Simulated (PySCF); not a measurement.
System: CH₄, net charge 1, doublet state. 
Coordinates optimised at B3LYP-D3(BJ)/def2-TZVP (Ansatz):
```xyz
5

C      0.0000     0.0000     0.0000
H     -0.9174    -0.1315    -0.6302
H      0.1902     1.0691    -0.2772
H     -0.3486    -0.6271     0.8609
H      1.0758    -0.3105     0.0464
```
Charge +1, spin multiplicity 2.

Dispersion corrections to the total energy (kcal/mol) from the dftd3 and dftd4 libraries through PySCF: D3(BJ) without and D4 with the three-body term, each with the damping fitted for the functional named.

```tsv
functional	D3(BJ)	D4
B2PLYP	?	-0.20
TPSSh	-0.77	-0.36
BHLYP	-0.86	-0.28
PW6B95	-0.27	-0.25
BP86	-0.97	?
HF	-8.49	?
BLYP	-1.50	-0.70
```

Q: Some entries are withheld; supply them.

A: 
- B2PLYP, D3(BJ): -0.50
- BP86, D4: -0.35
- HF, D4: -1.41
